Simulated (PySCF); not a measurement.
Compound: C3H4O3.
Numbering: `[O:1]=[CH:2][CH2:3][O:4][CH:5]=[O:6]` (hydrogens: H7 on C2; H8, H9 on C3; H10 on C5)

Method: PBE0-D3(BJ)/def2-SVP geometry optimisation, gas phase (PySCF).

What internal coordinates does the optimisation give?

```csv
bond,length (pm)
O1=C2,119.7
C2–C3,151.3
C3–O4,141.6
O4–C5,133.8
C5=O6,119.5
C2–H7,112.2
"C3–H8, C3–H9",110.1
C5–H10,110.9
```

Bonds in one row agree within 1 pm and their mean is given. A selection of angles:
```csv
angle,degrees
O1–C2–C3,122.9
O1–C2–H7,122.5
C3–C2–H7,114.7
C2–C3–O4,111.5
C2–C3–H8,109.6
C2–C3–H9,108.1
O4–C3–H8,107.8
O4–C3–H9,110.6
H8–C3–H9,109.2
C3–O4–C5,116.6
O4–C5–O6,125.4
O4–C5–H10,109.0
O6–C5–H10,125.5
```

Dihedral angles: O1–C2–C3–O4 -164° (antiperiplanar); C2–C3–O4–C5 -90°; C3–O4–C5–O6 0° (synperiplanar). The mirror-image conformer, all signs reversed, is as good.

The C–O distances run from 1.195 Å (C5=O6, drawn double) to 1.416 Å (C3–O4, drawn single), a spread of 0.221 Å. Of the pairs four or more bonds apart, O6···H9 is among the closest relative to their van der Waals radii: 2.35 Å, 86 % of the sum of Bondi's values.

Point group: C1 (no symmetry element, even within 0.4 Å). Stationary, but not proved a minimum. The numbers are those of one conformer.
